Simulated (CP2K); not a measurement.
**CH3Cl (chloromethane) at HF/STO-3G**

What is the energy change on altering one bond length of CH3Cl (chloromethane) at HF/STO-3G? 

Program for the calculation: CP2K 2026.2.

12 further runs of the same task are left out: 10 that didn't finish, 2 set aside as unsound or not needed.

## Step 1: The structure to begin with

CH3Cl: 5 atoms, total charge 0, spin state singlet. As SMILES, `CCl`. Geometry: relaxed at PBE0-D4/def2-TZVP.

Bond lengths: C1–Cl2 1.773 Å, C1–H3 1.087 Å, C1–H4 1.088 Å, C1–H5 1.088 Å. Angles: Cl2–C1–H3 108.7°, Cl2–C1–H4 108.7°, Cl2–C1–H5 108.6°, H3–C1–H4 110.3°, H3–C1–H5 110.3°, H4–C1–H5 110.3°.

## Step 2: A single-point energy at HF/STO-3G

gas.inp reads:

```
&GLOBAL
  PROJECT_NAME gas
  RUN_TYPE ENERGY
  PRINT_LEVEL MEDIUM
&END GLOBAL
&FORCE_EVAL
  METHOD Quickstep
  &DFT
    BASIS_SET_FILE_NAME ./sto_3g.basis
    POTENTIAL_FILE_NAME POTENTIAL
    &QS
      METHOD GAPW
      EPS_DEFAULT 1.0E-10
    &END QS
    &MGRID
      CUTOFF 280
      REL_CUTOFF 50
      NGRIDS 4
    &END MGRID
    &POISSON
      PERIODIC NONE
      POISSON_SOLVER MULTIPOLE
    &END POISSON
    &SCF
      SCF_GUESS ATOMIC
      EPS_SCF 1.0E-07
      MAX_SCF 80
      ADDED_MOS 10
      &DIAGONALIZATION
        ALGORITHM STANDARD
      &END DIAGONALIZATION
      &MIXING
        METHOD DIRECT_P_MIXING
        ALPHA 0.4
      &END MIXING
    &END SCF
    &XC
      &XC_FUNCTIONAL NONE
      &END XC_FUNCTIONAL
      &HF
        FRACTION 1
        &SCREENING
          EPS_SCHWARZ 1.0E-10
        &END SCREENING
        &MEMORY
          MAX_MEMORY 1050
        &END MEMORY
      &END HF
    &END XC
    &PRINT
      &MOMENTS
        PERIODIC F
        REFERENCE COM
        MAX_MOMENT 1
      &END MOMENTS
      &MO ON
        ENERGIES T
        OCCUPATION_NUMBERS T
        NDIGITS 6
        &EACH
          QS_SCF 0
        &END EACH
        ADD_LAST NUMERIC
      &END MO
      &LOWDIN ON
      &END LOWDIN
      &HIRSHFELD OFF
      &END HIRSHFELD
      &MO_MOLDEN ON
        NDIGITS 8
      &END MO_MOLDEN
    &END PRINT
  &END DFT
  &SUBSYS
    &CELL
      ABC 9.3 8.7 8.6
      PERIODIC NONE
    &END CELL
    &COORD
      UNIT bohr
      C     -0.2284679     0.0188973     0.0969430
      Cl     2.7767636    -0.5495324    -1.2708408
      H     -0.5381940    -1.3519101     1.5962517
      H     -1.6629590    -0.1834924    -1.3607918
      H     -0.2528454     1.9269537     0.8600144
    &END COORD
    &TOPOLOGY
      &CENTER_COORDINATES
      &END CENTER_COORDINATES
    &END TOPOLOGY
    &KIND C
      BASIS_SET STO-3G
      POTENTIAL ALL
      LEBEDEV_GRID 194
      RADIAL_GRID 100
    &END KIND
    &KIND Cl
      BASIS_SET STO-3G
      POTENTIAL ALL
      LEBEDEV_GRID 194
      RADIAL_GRID 100
    &END KIND
    &KIND H
      BASIS_SET STO-3G
      POTENTIAL ALL
      LEBEDEV_GRID 194
      RADIAL_GRID 100
    &END KIND
  &END SUBSYS
&END FORCE_EVAL
```

The run is started by

```console
$ OMP_NUM_THREADS=1 cp2k.psmp -i gas.inp > gas.out 2>&1
```

The program printed:

```text
CP2K| version string:                                       CP2K version 2026.2
[...]
 GLOBAL| Method name                                                        CP2K
[...]
 GLOBAL| Run type                                                         ENERGY
[...]
 *** WARNING in qs_environment.F:2210 :: More added MOs requested than     ***
 *** available. The full set of unoccupied MOs will be used. Use           ***
 *** 'ADDED_MOS -1' to always use all available MOs and to get rid of this ***
[...]
 DFT| Spin restricted Kohn-Sham (RKS) calculation                            RKS
 DFT| Multiplicity                                                             1
[...]
 DFT| Charge                                                                   0
[...]
 QS| Method:                                                                GAPW
[...]
 QS| Density cutoff [a.u.]:                                                140.0
[...]
 QS| Relative density cutoff [a.u.]:                                        25.0
[...]
                             - Atoms:                                          5
[...]
                             - Spherical basis functions:                     17
[...]
 Number of electrons:                                                         26
[...]
     1 P_Mix/Diag. 0.40E+00    0.5     1.19197447      -493.3149329525 -4.93E+02
[...]
    14 DIIS/Diag.  0.10E-07    0.2     0.00000002      -493.7230535522  2.84E-13
  *** SCF run converged in    14 steps ***
[...]
  Overlap energy of the core charge distribution:               0.00000282259262
  Self energy of the core charge distribution:               -232.18659489236862
  Core Hamiltonian energy:                                   -265.14964863951639
  Hartree energy:                                              63.76692504436269
  Exchange-correlation energy:                                  0.00000000000000
  Hartree-Fock Exchange energy:                               -33.83446937565228
[...]
                     Mulliken Population Analysis
 #  Atom  Element  Kind  Atomic population                           Net charge
       1     C        1          6.143087                             -0.143087
       2     Cl       2         17.163278                             -0.163278
       3     H        3          0.897922                              0.102078
       4     H        3          0.897910                              0.102090
       5     H        3          0.897803                              0.102197
 # Total charge                             26.000000                 -0.000000
[...]
  Dipole moment [Debye]
    X= -0.2022849E+01 Y=  0.3833718E+00 Z=  0.9211795E+00  Total=      2.2555405
 ENERGY| Total FORCE_EVAL ( QS ) energy [hartree]           -493.723053552218630
[...]
```

It took 3.6 s on 1 thread of Arm Neoverse V1, shared host; peak memory 0.4 GiB.

## Step 3: The distorted shape at the same level

mol.inp reads:

```
&FORCE_EVAL
 METHOD QS
 &DFT
  BASIS_SET_FILE_NAME ./sto_3g.basis
  POTENTIAL_FILE_NAME POTENTIAL
  &QS
   METHOD GAPW
   EPS_DEFAULT 1.0E-10
  &END QS
  &MGRID
   CUTOFF 280
   REL_CUTOFF 50
   NGRIDS 4
  &END MGRID
  &POISSON
   PERIODIC NONE
   POISSON_SOLVER MULTIPOLE
  &END POISSON
  &SCF
   SCF_GUESS ATOMIC
   EPS_SCF 1.0E-07
   MAX_SCF 150
   ADDED_MOS 5
   &DIAGONALIZATION
    ALGORITHM STANDARD
   &END DIAGONALIZATION
   &MIXING
    METHOD DIRECT_P_MIXING
    ALPHA 0.4
   &END MIXING
  &END SCF
  &XC
   &XC_FUNCTIONAL NONE
   &END XC_FUNCTIONAL
   &HF
    FRACTION 1
    &SCREENING
     EPS_SCHWARZ 1.0E-10
    &END SCREENING
    &MEMORY
     MAX_MEMORY 1050
    &END MEMORY
   &END HF
  &END XC
  &PRINT
   &MOMENTS
    PERIODIC F
    REFERENCE COM
    MAX_MOMENT 1
   &END MOMENTS
   &MO ON
    ENERGIES T
    OCCUPATION_NUMBERS T
    NDIGITS 6
    &EACH
     QS_SCF 0
    &END EACH
    ADD_LAST NUMERIC
   &END MO
   &LOWDIN ON
   &END LOWDIN
   &HIRSHFELD OFF
   &END HIRSHFELD
  &END PRINT
 &END DFT
 &SUBSYS
  &CELL
   ABC 9.3 9.1 9
   PERIODIC NONE
  &END CELL
  &COORD
   C     -0.038947     0.372715    -0.345416
   Cl     1.551353     0.071915    -1.069216
   H     -0.284800    -0.715400     0.844700
   H     -0.798047     0.265615    -1.116816
   H     -0.051847     1.382415     0.058384
  &END COORD
  &TOPOLOGY
   &CENTER_COORDINATES
   &END CENTER_COORDINATES
  &END TOPOLOGY
  &KIND C
   BASIS_SET STO-3G
   POTENTIAL ALL
   LEBEDEV_GRID 194
   RADIAL_GRID 100
  &END KIND
  &KIND Cl
   BASIS_SET STO-3G
   POTENTIAL ALL
   LEBEDEV_GRID 194
   RADIAL_GRID 100
  &END KIND
  &KIND H
   BASIS_SET STO-3G
   POTENTIAL ALL
   LEBEDEV_GRID 194
   RADIAL_GRID 100
  &END KIND
 &END SUBSYS
&END FORCE_EVAL

&GLOBAL
 PROJECT mol
 RUN_TYPE ENERGY
 PRINT_LEVEL MEDIUM
&END GLOBAL
```

The run is started by

```console
$ OMP_NUM_THREADS=1 cp2k.psmp mol.inp > mol.out
```

The program printed:

```text
CP2K| version string:                                       CP2K version 2026.2
[...]
 GLOBAL| Method name                                                        CP2K
[...]
 GLOBAL| Run type                                                         ENERGY
[...]
 *** WARNING in qs_environment.F:2210 :: More added MOs requested than     ***
 *** available. The full set of unoccupied MOs will be used. Use           ***
 *** 'ADDED_MOS -1' to always use all available MOs and to get rid of this ***
[...]
 DFT| Spin restricted Kohn-Sham (RKS) calculation                            RKS
 DFT| Multiplicity                                                             1
[...]
 DFT| Charge                                                                   0
[...]
 QS| Method:                                                                GAPW
[...]
 QS| Density cutoff [a.u.]:                                                140.0
[...]
 QS| Relative density cutoff [a.u.]:                                        25.0
[...]
                             - Atoms:                                          5
[...]
                             - Spherical basis functions:                     17
[...]
 Number of electrons:                                                         26
[...]
     1 P_Mix/Diag. 0.40E+00    0.5     1.09037150      -493.0432297899 -4.93E+02
[...]
    15 DIIS/Diag.  0.62E-07    0.2     0.00000004      -493.6015250860 -4.55E-13
  *** SCF run converged in    15 steps ***
[...]
  Overlap energy of the core charge distribution:               0.00000188527098
  Self energy of the core charge distribution:               -232.18659489236862
  Core Hamiltonian energy:                                   -265.27018890687714
  Hartree energy:                                              63.90084357614506
  Exchange-correlation energy:                                  0.00000000000000
  Hartree-Fock Exchange energy:                               -33.71382371818058
[...]
                     Mulliken Population Analysis
 #  Atom  Element  Kind  Atomic population                           Net charge
       1     C        1          6.076604                             -0.076604
       2     Cl       2         17.162806                             -0.162806
       3     H        3          0.953099                              0.046901
       4     H        3          0.903737                              0.096263
       5     H        3          0.903755                              0.096245
 # Total charge                             26.000000                  0.000000
[...]
  Dipole moment [Debye]
    X= -0.1976612E+01 Y=  0.4154253E+00 Z=  0.8606105E+00  Total=      2.1955009
 ENERGY| Total FORCE_EVAL ( QS ) energy [hartree]           -493.601525085960702
[...]
```

Wall time 3.9 s (1 thread of Arm Neoverse V1, shared host); peak memory 0.44 GiB.

## Step 4: Summary of results

At HF/STO-3G:

| quantity | value |
| --- | --- |
| first shape: total energy | -493.72305 Eh |
| first shape: dipole moment | 2.26 D |
| first shape: HOMO energy | -10.38 eV |
| first shape: LUMO energy | 10.35 eV |
| first shape: HOMO–LUMO gap | 20.73 eV |
| distorted shape: total energy | -493.60153 Eh |
| distorted shape: dipole moment | 2.20 D |
| distorted shape: HOMO energy | -9.63 eV |
| distorted shape: LUMO energy | 7.75 eV |
| distorted shape: HOMO–LUMO gap | 17.38 eV |
| energy change with the C1–H3 bond stretched from 1.087 to 1.631 Å | 3.307 eV |

What this shows: With the C1–H3 bond stretched from 1.087 to 1.631 Å the energy rises by 3.31 eV (76 kcal/mol). The first shape isn't relaxed at this level, so the change isn't measured from a minimum. The minimal basis adds a large error of its own.
